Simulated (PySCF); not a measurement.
**2-fluoro-2-methylbutane (SMILES CCC(C)(C)F)**

Molfile (atoms numbered from 1):
```
C5H11F
     RDKit          3D

 17 16  0  0  0  0  0  0  0  0999 V2000
    2.0048   -0.7353    0.0507 C   0  0  0  0  0  0  0  0  0  0  0  0
    0.9102    0.1490    0.6251 C   0  0  0  0  0  0  0  0  0  0  0  0
   -0.3071    0.3261   -0.2811 C   0  0  0  0  0  0  0  0  0  0  0  0
   -0.9813   -0.9855   -0.6446 C   0  0  0  0  0  0  0  0  0  0  0  0
   -1.2936    1.3153    0.3131 C   0  0  0  0  0  0  0  0  0  0  0  0
    0.1558    0.8863   -1.4766 F   0  0  0  0  0  0  0  0  0  0  0  0
    1.6905   -1.7862   -0.0347 H   0  0  0  0  0  0  0  0  0  0  0  0
    2.9017   -0.7118    0.6867 H   0  0  0  0  0  0  0  0  0  0  0  0
    2.2907   -0.3846   -0.9516 H   0  0  0  0  0  0  0  0  0  0  0  0
    1.3159    1.1553    0.8191 H   0  0  0  0  0  0  0  0  0  0  0  0
    0.5652   -0.2381    1.5983 H   0  0  0  0  0  0  0  0  0  0  0  0
   -0.2951   -1.6308   -1.2098 H   0  0  0  0  0  0  0  0  0  0  0  0
   -1.8639   -0.7961   -1.2724 H   0  0  0  0  0  0  0  0  0  0  0  0
   -1.3044   -1.5237    0.2586 H   0  0  0  0  0  0  0  0  0  0  0  0
   -1.7392    0.9186    1.2369 H   0  0  0  0  0  0  0  0  0  0  0  0
   -0.7907    2.2646    0.5482 H   0  0  0  0  0  0  0  0  0  0  0  0
   -2.1017    1.5196   -0.4039 H   0  0  0  0  0  0  0  0  0  0  0  0
  1  2  1  0
  2  3  1  0
  3  4  1  0
  3  5  1  0
  3  6  1  0
  1  7  1  0
  1  8  1  0
  1  9  1  0
  2 10  1  0
  2 11  1  0
  4 12  1  0
  4 13  1  0
  4 14  1  0
  5 15  1  0
  5 16  1  0
  5 17  1  0
M  END
```

The calculation used quadratic response CAM-B3LYP/def2-TZVPD first hyperpolarisability, Taylor convention, gas phase in PySCF 2.14.0. Geometry: PBE0-D3(BJ)/def2-SVP.

Problem. Give the tensor of the second harmonic β(−2ω;ω,ω) at 1907 nm in the axes of these coordinates.

Solution. In au, Taylor convention; rows are the first index (the induced dipole):
|  | xx | yy | zz | xy | xz | yz |
| --- | --- | --- | --- | --- | --- | --- |
| x | +22.2 | +0.9 | +17.4 | +1.0 | +0.7 | -9.9 |
| y | +1.0 | -2.5 | +10.5 | +0.9 | -9.9 | -15.9 |
| z | +0.7 | -15.9 | -37.6 | -9.8 | +17.4 | +10.5 |

Norm of βᵢ = ⅓ Σⱼ (βᵢⱼⱼ + βⱼᵢⱼ + βⱼⱼᵢ): 67.2 au, hyper-Rayleigh value 27.8 au.
